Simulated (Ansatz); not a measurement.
# CHAlS (triplet): from a generated start to a stationary point

Aim: relax a generated start of CHAlS (triplet) and see which bonds hold.

The runs use Ansatz 0.2.0, Gaussian basis; UKS PBE0/def2-TZVP.

**1. The system as given**

4 atoms, charge 0, spin multiplicity 3.

Atoms are counted from 1 here; the program's logs count them from 0.

Bond lengths: C1–Al2 1.862 Å, Al2–S3 2.225 Å, S3–H4 1.338 Å. Angles: C1–Al2–S3 175.8°, Al2–S3–H4 91.5°.

The start was built by rule and, where that kept it together, relaxed with GFN2-xTB. Sticks and bond lists go by distance. 

**2. Relaxation**

The input, in.yaml:

```yaml
crystal:
  periodic: [false, false, false]
  atoms:
    - {symbol: C, position_ang: [-2.564291, 0.202204, 0.000582]}
    - {symbol: Al, position_ang: [-0.705796, 0.096126, 0.000302]}
    - {symbol: S, position_ang: [1.500716, -0.192139, -0.000600]}
    - {symbol: H, position_ang: [1.708362, 1.129741, 0.004053]}
basis:
  gaussian: {orbitals: def2-TZVP}
magnetization: {spin_polarized: true, initial_magnetization: 2}
hamiltonian: {xc: pbe0}
relax: {f_tol: 0.004, max_steps: 80}
```

Run with:

```
$ ansatz run in.yaml --threads 1 --pin off --events-out ev --progress --plain --max-ram 2176MiB
```

Q: Predict the outcome of this session. Wanted: energy gained; shift from the start; total energy; dipole moment; ⟨S²⟩.

The runs gave:

| quantity | value |
| --- | --- |
| steps | 11 |
| energy gained | 0.044 eV |
| shift from the start (rms) | 0.068 Å |
| total energy | -18473.6058 eV |
| dipole moment | 3.43 D |
| ⟨S²⟩ | 2.005 |

**Reading.** The bonds of the start are those of the end. C1–Al2 went from 1.862 to 1.927 Å. No vibrations were run, so this is a stationary point, not a proven minimum, and this spin need not be the ground state's.
